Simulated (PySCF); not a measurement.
**Stationary points of S₂O₂**

All numbers come from PBE0/[S def2-TZVP, O def2-TZVP], no relativity, density fitting, PySCF.

Relaxations began from a few typed shapes. The search is not exhaustive: other isomers or separated fragments can lie lower, and high-lying points may rest on an excited occupation.

Which is the lowest minimum found?
A. singlet D∞h: S–O 1.450 Å (×2), S–S 2.040 Å; O–S–S 180.0° (×2)
B. singlet D2h: S–O 1.691 Å (×4); O–S–O 87.3° (×2), S–O–S 92.7° (×2)
C. singlet C2v: S–O 1.464 Å (×2), S–S 1.982 Å; O–S–S 115.5° (×2)
D. singlet C2v: S–O 1.690 Å (×4); O–S–O 85.1° (×2), S–O–S 88.6° (×2)
E. singlet C2h: S–O 1.469 Å (×2), S–S 1.996 Å; O–S–S 110.6° (×2)

C. The others lie at 12.4 (singlet C2h), 116.2 (singlet D∞h, a saddle point), 225.5 (singlet C2v), 240.2 (singlet D2h, a saddle point) kJ/mol above it.
